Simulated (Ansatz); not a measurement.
C4H4F2 can be A, `C=C/C(F)=C\F`, or B, `F/C=C\C=C/F`.

Computed with Ansatz on PBE0-D4/def2-TZVP structures; ΔE is electronic, products minus reactants. CCSD(T)/CBS is the MP2 limit (def2-TZVPP, def2-QZVPP) plus CCSD(T) − MP2 in def2-TZVPP, frozen cores. Double bonds are as drawn, so ΔE can hold a change between cis and trans. DFT in def2-TZVPP. B3LYP here is the variant with VWN-RPA as its local correlation; programs differ in this. Each species was taken in one conformer, which may not be the lowest.

**Question.** Which isomer does CCSD(T)/CBS put lower? Give the gap. (Best estimate.)

**Answer.** Ansatz gave: B, by 16.9 kJ/mol.

**Question.** Give E(B) − E(A) in kJ/mol with ωB97M-V, HF/def2-TZVPP, B3LYP-D4, r2SCAN-D4, PBE-D4, PBE0-D4, CCSD(T)/def2-TZVPP. (Estimate.)

**Answer.** Computed: ωB97M-V -16.6, HF/def2-TZVPP -16.5, B3LYP-D4 -17.3, r2SCAN-D4 -18.0, PBE-D4 -19.1, PBE0-D4 -18.1, CCSD(T)/def2-TZVPP -16.5. None reverses the order clearly.

Largest T1 diagnostic: 0.013.
